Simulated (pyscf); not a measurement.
A first-order saddle from PySCF, ωB97X-D3(BJ)/def2-SVP:

```
Si
F 1 1.6160
F 1 1.6162 2 107.69
H 1 1.4837 2 108.66 3 -117.55
H 1 1.6225 4 115.02 2 121.45
H 5 1.0982 4 151.91 1 179.71
```
Charge 0, spin multiplicity 2.

Surface: doublet, charge 0. Lowest wavenumbers (cm⁻¹): 1233i, 177, 203, 311, 752.

Problem. What reaction is this the transition state of?

Solution. F–SiH•–F + hydrogen (H₂) ⇌ F–SiH₂–F + H atom (H•), a hydrogen abstraction read from left to right: H–H broken and H–Si formed. At ωB97M-D3(BJ)/def2-TZVP it lies +57.4 kJ/mol from the left side and +28.7 kJ/mol from the right (each side as separated species at their lowest minima found). This is the saddle that the search found; another between the same sides may lie lower. The angle at the transferred H is 177°.
